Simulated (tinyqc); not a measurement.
Stretching all distances: RHF, UHF, MP2, CISD and CCSD against full CI in the sto-3g basis, for H2O, spin multiplicity 1. Computed by the program tinyqc with PySCF. All coordinates are multiplied by the scale. c0^2 is the weight of the RHF determinant in the lowest singlet FCI state (UHF is spin-contaminated and may lie near states of higher spin) and n(LUMO) the first natural occupation beyond the occupied space.

Geometry (angstrom):

| atom | x | y | z |
|---|---|---|---|
| O | 0.0000 | 0.0000 | 0.0000 |
| H | 0.0000 | 0.7480 | 0.5460 |
| H | 0.0000 | -0.7050 | 0.5140 |

Full CI energy (hartree) and errors against it (kcal/mol):

| scale | distance 1-2 (angstrom) | E(FCI) | RHF | UHF | MP2 | CISD | CCSD | <S^2> UHF | c0^2 | n(LUMO) |
|---|---|---|---|---|---|---|---|---|---|---|
| 0.950 | 0.880 | -74.94763 | 23.510 | 23.510 | 6.204 | 0.224 | 0.051 | 0.000 | 0.983 | 0.018 |
| 1.410 | 1.306 | -74.95778 | 65.881 | 65.284 | 22.045 | 2.995 | 0.318 | 0.149 | 0.907 | 0.107 |
| 1.640 | 1.519 | -74.88075 | 101.627 | 61.336 | 35.600 | 8.424 | 0.593 | 1.153 | 0.817 | 0.216 |
| 1.870 | 1.732 | -74.81697 | 146.816 | 37.750 | 51.525 | 18.657 | -0.138 | 1.615 | 0.689 | 0.377 |
| 2.100 | 1.945 | -74.77579 | 198.435 | 18.608 | 67.040 | 32.644 | -4.922 | 1.826 | 0.538 | 0.562 |

Estimate the missing row, scale = 1.18.

Computed row:
```
scale  distance 1-2 (angstrom)     E(FCI)     RHF     UHF     MP2   CISD   CCSD  <S^2> UHF   c0^2  n(LUMO)
1.180                    1.093  -75.01451  40.155  40.155  12.225  0.856  0.122      0.000  0.959    0.046
```

UHF parts from RHF first at scale 1.41 of those listed, where <S^2> leaves zero. The weight c0^2 goes from 0.98 to 0.54 and n(LUMO) from 0.02 to 0.56: static correlation grows as the bonds break into open-shell fragments. The spread of the error along the curve, which distorts its shape, is CCSD 5.5, CISD 32.4, UHF 46.7, MP2 60.8, RHF 174.9 kcal/mol. Below FCI somewhere: CCSD, as non-variational methods may be.
